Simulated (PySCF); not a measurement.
**How methods differ on the electron affinity of Cl**

Cl⁻ [Ar] (1S) → Cl [Ne] 3s2 3p5 (2P), as a difference of total energies. Calculation: PySCF 2.14, in aug-cc-pwCVDZ (6s5p3d, 36 functions); the non-relativistic Hamiltonian (point nucleus). Correlated levels: valence and next inner shell: 1s2 frozen. The calculations carry no spin-orbit coupling.

```csv
method,electron affinity (eV),plus first-order spin-orbit estimate,error of that sum (eV)
UHF,2.461,2.427,-1.186
MP2 (valence and next inner shell),3.563,3.529,-0.084
SCS-MP2 (valence and next inner shell),3.464,3.430,-0.183
CCSD (valence and next inner shell),3.361,3.327,-0.286
CCSD(T) (valence and next inner shell),3.419,3.385,-0.228
```

Reference: 3.613 eV (measured; photodetachment measurements, as compiled on the Wikipedia data page of electron affinities).

A first-order spin-orbit estimate (lowest level to lowest level, LS coupling) adds -0.034 eV.

Errors of the correlated levels include the incompleteness of this basis and the frozen core.
